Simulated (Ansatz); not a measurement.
**CH3OS−: a rigid scan of the bond length S2–O3**

One table from this session's results is given with a row withheld; the runs are named, their logs left out.

Computed with Ansatz 0.2.0, Gaussian basis. Level: single points in def2-TZVPPD.

Levels: PBE-D4, r2SCAN-D4, PBE0-D4, B3LYP-D4, wB97M-V, Hartree-Fock, MP2, CCSD, CCSD(T). The scan takes 1.345, 1.391, 1.458, 1.537, 1.624, 1.718, 1.818, 1.923, 2.033 Å.

Cores are frozen in the correlated methods. B3LYP uses VWN-RPA correlation.

35 further runs of the same task are left out: 35 set aside as unsound or not needed.

### The system as given

The minimum, relaxed at PBE0-D4: SMILES `CS[O-]`, 6 atoms, charge -1, spin multiplicity 1.

Atoms are counted from 1 here; the program's logs count them from 0.

Bond lengths: C1–S2 1.811 Å, C1–H4 1.098 Å, C1–H5 1.098 Å, C1–H6 1.097 Å, S2–O3 1.564 Å. Angles: S2–C1–H4 111.0°, S2–C1–H5 111.0°, S2–C1–H6 107.9°, H4–C1–H5 108.4°, H4–C1–H6 109.2°, H5–C1–H6 109.2°, C1–S2–O3 104.6°.

Geometry (Å):

```xyz
6

C    -0.2947    0.3554   -0.2833
S     0.0228   -1.2907    0.4019
O     1.3777   -1.1440    1.1687
H    -0.3753    1.1052    0.5149
H     0.5104    0.6600   -0.9650
H    -1.2409    0.3141   -0.8372
```

Energies of the minimum (eV), from earlier single points: PBE-D4 -13961.96610, r2SCAN-D4 -13967.55102, PBE0-D4 -13962.70916, B3LYP-D4 -13970.77357, wB97M-V -13968.10974, CCSD(T) -13951.19049.

At the minimum the bond length S2–O3 is 1.564 Å.

The first run:

Input file ccsdt-tzvppd/in.yaml:

```yaml
crystal:
  periodic: [false, false, false]
  atoms:
    - {symbol: C, position_ang: [-0.294709, 0.355403, -0.283308]}
    - {symbol: S, position_ang: [0.022775, -1.290697, 0.401864]}
    - {symbol: O, position_ang: [1.188131, -1.164494, 1.061441]}
    - {symbol: H, position_ang: [-0.375324, 1.105173, 0.514910]}
    - {symbol: H, position_ang: [0.510437, 0.660023, -0.965036]}
    - {symbol: H, position_ang: [-1.240905, 0.314060, -0.837180]}
basis:
  gaussian: {orbitals: "def2-TZVPPD.json"}
total_charge: -1
correlation: {method: ccsd_t}
```

The basis file named in the input lies beside it (Basis Set Exchange, JSON).

No record of the launch command was kept for these runs.

Among the steps run: S2–O3 = 1.345 Å; S2–O3 = 1.391 Å; S2–O3 = 1.458 Å; S2–O3 = 1.537 Å; S2–O3 = 1.624 Å; S2–O3 = 1.718 Å; S2–O3 = 1.818 Å; S2–O3 = 1.923 Å; S2–O3 = 2.033 Å.

One of the session's tables, all rows but one given; the rest of the session is left out.

Energies less that of the minimum at the same level (kcal/mol):

```
bond length (Å)  PBE-D4  PBE0-D4  B3LYP-D4  wB97M-V  Hartree-Fock
          1.345    33.8     30.1      31.7     31.2          25.9
          1.391    19.8     16.9      18.2     17.7          13.5
          1.458     7.2      5.4       6.3      5.9           3.4
          1.537     0.7      0.3       0.5      0.4          -0.2
1.564 (minimum)     0.0      0.0       0.0      0.0           0.0
          1.624     0.3      1.2       0.7      1.0           2.3
          1.718     4.3      6.8       5.2      6.3           9.1
          1.818       ?        ?         ?        ?             ?
          1.923    20.5     25.6      21.9     24.6          29.2
          2.033    30.3     36.5      31.7     35.5          39.8
```

Q: Estimate the row for bond length (Å) = 1.818 from the others.

Worked estimate for «PBE-D4». A straight line through the neighbours (1.718, 4.3) and (1.923, 20.5) gives 4.3 + (20.5 − 4.3) × (1.818 − 1.718) / (1.923 − 1.718) = 12.2; a parabola fitted to 4 rows on both sides gives 11.5.

The run gave: PBE-D4: 11.5; PBE0-D4: 15.4; B3LYP-D4: 12.7; wB97M-V: 14.6; Hartree-Fock: 18.6. In «PBE-D4» the line misses by +0.7 and the parabola by 0.0.

To keep in mind: The anion's highest level is positive in at least one run, so there the basis alone may hold the extra electron.
